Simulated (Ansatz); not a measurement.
in.yaml

```yaml
crystal:
  periodic: [false, false, false]
  atoms:
    - {symbol: B, position_ang: [0.000000, -0.142034, 1.513061]}
    - {symbol: Al, position_ang: [0.000000, 0.093571, -0.550188]}
    - {symbol: H, position_ang: [0.000000, -0.981351, -1.500856]}
basis:
  gaussian: {orbitals: 6-31G}
magnetization: {spin_polarized: false, initial_magnetization: 1}
correlation: {active_space: {window: {electrons: 1, orbitals: 8}}}
output: {forces: true}
```

```sh
$ ansatz run in.yaml --threads 1 --pin off --events-out ev --progress --plain --max-ram 2393MiB
```

Output:

```
296 factors; integrals over basis functions are off by at most 1.3e-4 eV
mean field evaluation 1: about -7262.5840 eV, gradient 8.4e0 eV
mean field evaluation 2: about -7262.6044 eV, gradient 8.5e0 eV
mean field evaluation 4: about -7263.3714 eV, gradient 1.4e0 eV
mean field evaluation 8: about -7263.4023 eV, gradient 2.4e-1 eV
mean field evaluation 16: about -7263.4095 eV, gradient 2.6e-6 eV
mean field evaluation 32: about -7261.1342 eV, gradient 1.4e1 eV
mean field evaluation 64: about -7262.3900 eV, gradient 7.9e-2 eV
mean field evaluation 96: about -7261.1342 eV, gradient 1.4e1 eV
mean field evaluation 128: about -7263.5171 eV, gradient 4.0e-4 eV
mean field evaluation 160: about -7263.6805 eV, gradient 9.7e-1 eV
mean field -7263.71842895 eV, -266.9367287387 hartree, gradient 4.3e-6 eV, S^2 0.750000; 12 other end points of the search recorded, 0 dependent functions left out
reference -7263.71842895 eV, -266.9367287387 hartree; 10, 9 occupied and 14, 15 virtual orbitals, 296 factors
state -7263.71842895 eV, -266.9367287387 hartree
the calculation of the forces begins
Total energy: -7263.71842895 eV, -266.9367287387 hartree
Atom 0 at     0.000000    -0.142034     1.513061 Å, force     0.000000    -0.163510     1.248173 eV/Å
Atom 1 at     0.000000     0.093571    -0.550188 Å, force    -0.000000     2.690746     0.946663 eV/Å
Atom 2 at     0.000000    -0.981351    -1.500856 Å, force     0.000000    -2.527236    -2.194835 eV/Å
Dipole moment:     0.000000    -0.084811    -0.141691 e Å
```

Natural occupations: 1.0000 0.0000 0.0000 0.0000 0.0000 0.0000 0.0000 0.0000.

Forces (eV/Å):
```
B    0.000 -0.164  1.248
Al   0.000  2.691  0.947
H    0.000 -2.527 -2.195
```

Ran on 1 thread of Arm Neoverse V2, shared host: 0.75 s wall, 0.07 GiB peak host memory.
